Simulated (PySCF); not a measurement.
Partners of sulfur difluoride

Gas-phase complexes of sulfur difluoride, each in one structure from a short search with a few starts, optimised by PBE0-D3(BJ)/def2-SVPD or PBE0-D3(BJ)/def2-TZVPD; other ways of binding may lie lower. Energies in kcal/mol, CCSD(T) at its estimated basis limit, counterpoise-corrected (PySCF): interaction is complex less parts frozen as they stand in it. Contacts are written partner···sulfur difluoride; electrostatic, Pauli and orbital are terms of the uncorrected MP2 energy, whose rest is dispersion or correlation. The CCSD(T) estimate is Hartree-Fock/aug-cc-pVQZ, plus the MP2 correlation part extrapolated as X⁻³ from aug-cc-pVTZ and aug-cc-pVQZ, plus CCSD(T) less MP2 in aug-cc-pVDZ; noble-gas cores are frozen. It isn't the exact limit.

2 other partners are left out, for which the search missed the form known or expected to bind best.

Frequency runs check only 1 of the 6 structures; these show no clear imaginary mode. 1 further partner within 0.25 kcal/mol of a listed one is not ranked.

**Question.** Order these partners of sulfur difluoride by interaction energy, strongest first: acetylene, dinitrogen, ammonia, water, phosphine, hydrogen cyanide.

**Answer.** ammonia (-7.5), water (-4.4), hydrogen cyanide (-3.5), acetylene (-3.1), phosphine (-2.5), dinitrogen (-0.6).
```
         partner  contact  distance (Å)  interaction  electrostatic  Pauli  orbital
         ammonia    N···S          2.40         -7.5          -30.7   44.1    -16.1
           water    O···S          2.61         -4.4          -11.1   13.0     -4.0
hydrogen cyanide    N···S          2.79         -3.5           -6.8    7.8     -2.5
       acetylene    C···S          2.88         -3.1          -11.2   18.3     -5.8
       phosphine    P···S          2.92         -2.5          -16.6   28.2     -9.2
      dinitrogen    N···S          3.48         -0.6           -0.5    0.9     -0.2
```
